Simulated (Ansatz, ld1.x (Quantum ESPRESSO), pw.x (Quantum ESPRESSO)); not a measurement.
# Mg: does the TM potential hold in the solid?

| Property | Result |
| --- | --- |
| Element | Mg (Z = 12) |
| Generator | ld1.x (Quantum ESPRESSO) 7.5 |
| Type | norm-conserving Troullier–Martins (Kleinman–Bylander form) |
| Functional | PBEsol |
| Relativity | scalar-relativistic |
| Frozen core | [Ne] |
| Valence charge | 2 |
| Reference configuration | 3s1.75 3p0 (charge +0.25) |
| Partial waves | 3s (bound): rc 2.75 bohr; 3p (bound, empty): rc 3.45 bohr; 3d channel at 0.05 Ry: rc 2.60 bohr |
| Local potential | the d channel |
| Core correction | none |

Atomic tests: cutoffs needed: 6 Ry and 15 Ry (the cutoffs (Ry, on a coarse ladder) from which the occupation-weighted sum of valence levels, in a spherical-Bessel basis at the reference potential, stays within 10 and 1 mRy of its value at 400 Ry); ghost test: no extra level below or beside the all-electron valence levels (s, p, d, f tested) (spherical-Bessel basis up to 400 Ry, 20 bohr box); largest excitation error: +56 meV (all-electron minus pseudo) for 3s0 3p1, out of 6 test configurations.

Crystal test: fcc Mg in pw.x 7.5, no spin, 13³ k-points, Fermi–Dirac smearing 0.01 Ry, cutoffs 35/140 Ry. The reference is all-electron LAPW (Ansatz 0.2.0) with the same functional, mesh and smearing; V0 and B0 come from Birch–Murnaghan fits to the pressures at five volumes. Errors are pseudo minus all-electron; Δ is the rms difference of the E(V) curves that follow from these fits, minima aligned, over ±6 % about the mean V0. Mesh and smearing are coarse, so the numbers serve the comparison and aren't converged zero-temperature values; the lattice is a test structure that the element need not adopt.

```
V (Å³/atom)  P all-electron (GPa)  P pseudo (GPa)
     21.593                  2.02            2.04
     22.161                  0.93            0.98
     22.729                 -0.03            0.03
     23.297                 -0.89           -0.80
     23.865                 -1.64           -1.54
```

All-electron: a0 = 4.495 Å (V0 = 22.71 Å³/atom), B0 = 36.4 GPa.

Pseudopotential: mean pressure error (GPa): +0.06; a0 (Å): 4.498; a0 error (%): +0.06; B0 error (%): -2.8; Δ (meV/atom): 0.3. The largest radius (3.45 bohr) exceeds half the bond length (3.00 bohr), so the spheres overlap, which is one possible source of error among others.

Question: At the middle volume, how do free energy and pressure move when the wave cutoff is lowered (ecutrho kept at four times it)?

Answer:

| cutoff (Ry) | shift of F (meV/atom) | shift of P (GPa) |
| --- | --- | --- |
| 16 | +2.5 | -0.07 |
| 21 | +0.4 | -0.00 |
| 28 | +0.2 | -0.00 |

The run at the middle volume (84 k-points, 6 iterations) took about 3 s on one core of a shared host (Neoverse-V2, 96 threads, 742 GiB, load 108).
